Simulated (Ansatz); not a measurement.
A run of Ansatz (development build ahead of 0.2.0) on singlet C3 at this shape:

```
atom    x (Å)    y (Å)    z (Å)
   C  -0.0930  -0.0616  -1.1240
   C   0.1113  -0.0640   0.1534
   C   0.1214  -0.1106   1.1759
```

Its results:

```
Converged    : yes
Total energy : -113.09728 hartree
```

Forces (eV/Å):
```json
{"atom": "C1", "Fx": "0.122", "Fy": "0.017", "Fz": "0.387"}
{"atom": "C2", "Fx": "-0.632", "Fy": "1.954", "Fz": "-44.096"}
{"atom": "C3", "Fx": "0.510", "Fy": "-1.971", "Fz": "43.710"}
```

(1) Which input gives this output? Name the method, the orbitals and the basis set, and write the input.

Answers

(1) RHF in def2-SVP. An unrestricted run that stays on the closed shell gives the same numbers.

```yaml
crystal:
  periodic: [false, false, false]
  atoms:
    - { symbol: C, position_ang: [-0.09304, -0.06159, -1.12402] }
    - { symbol: C, position_ang: [0.11128, -0.06401, 0.15336] }
    - { symbol: C, position_ang: [0.12144, -0.11063, 1.17593] }
basis:
  gaussian: { orbitals: def2-SVP }
hamiltonian:
  xc: hf
output:
  forces: true
```

Caution: no unrestricted run beside it, a lower state can exist.
